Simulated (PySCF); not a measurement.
# Reproducing measurements on CFCl3

**What was measured.**

NIST CCCBDB Release 22 (SRD 101), experimental dipoles lists, for the gas: dipole moment (microwave Stark effect, vibrational ground state) 0.46 ± 0.02 D.

The runs below try to reproduce these values; the comparison stands at the end.

Compound: CFCl3.
SMILES with atom numbers: `[F:1][C:2]([Cl:3])([Cl:4])[Cl:5]`

Cartesian coordinates in Å at the GFN2-xTB level; atoms count from 1:
```xyz
5
CCl3F angstrom
F      0.060   -0.141    1.396
C      0.005   -0.006    0.067
Cl    -0.458    1.661   -0.313
Cl     1.603   -0.371   -0.604
Cl    -1.201   -1.140   -0.563
```

Runs made with PySCF (gas phase, on this GFN2-xTB geometry; no spin–orbit coupling):

```
         level         job  basis functions
B3LYP/pcSseg-0  shieldings               57
B97-D/pcSseg-0  shieldings               57
 BLYP/pcSseg-0  shieldings               57
 BP86/pcSseg-0  shieldings               57
   HF/pcSseg-0  shieldings               57
  KT2/pcSseg-0  shieldings               57
  KT3/pcSseg-0  shieldings               57
  LDA/pcSseg-0  shieldings               57
 OPBE/pcSseg-0  shieldings               57
  PBE/pcSseg-0  shieldings               57
 PW91/IGLO-III  shieldings              202
X3LYP/IGLO-III  shieldings              202
```

## Comparison

**Dipole moment.** Measured: 0.46 D (NIST CCCBDB Release 22 (SRD 101), experimental dipoles).

| level | computed (D) | computed − measured (D) | % (from the printed values) |
| --- | --- | --- | --- |
| B3LYP/pcSseg-0 | 0.35 | -0.11 | -24 |
| B97-D/pcSseg-0 | 0.27 | -0.19 | -41 |
| BLYP/pcSseg-0 | 0.22 | -0.24 | -52 |
| BP86/pcSseg-0 | 0.22 | -0.24 | -52 |
| HF/pcSseg-0 | 0.64 | +0.18 | +39 |
| KT2/pcSseg-0 | 0.25 | -0.21 | -46 |
| KT3/pcSseg-0 | 0.27 | -0.19 | -41 |
| LDA/pcSseg-0 | 0.25 | -0.21 | -46 |
| OPBE/pcSseg-0 | 0.24 | -0.22 | -48 |
| PBE/pcSseg-0 | 0.21 | -0.25 | -54 |
| PW91/IGLO-III | 0.43 | -0.03 | -7 |
| X3LYP/IGLO-III | 0.53 | +0.07 | +15 |

Closest is PW91/IGLO-III (-0.03 D), furthest PBE/pcSseg-0 (-0.25 D); one molecule doesn't rank methods. The computed dipoles belong to one fixed geometry; measured ones are averaged over vibrations unless marked μe. Magnitudes are compared, not signs.

No measured geometry was used, and the causes of the misses weren't examined.
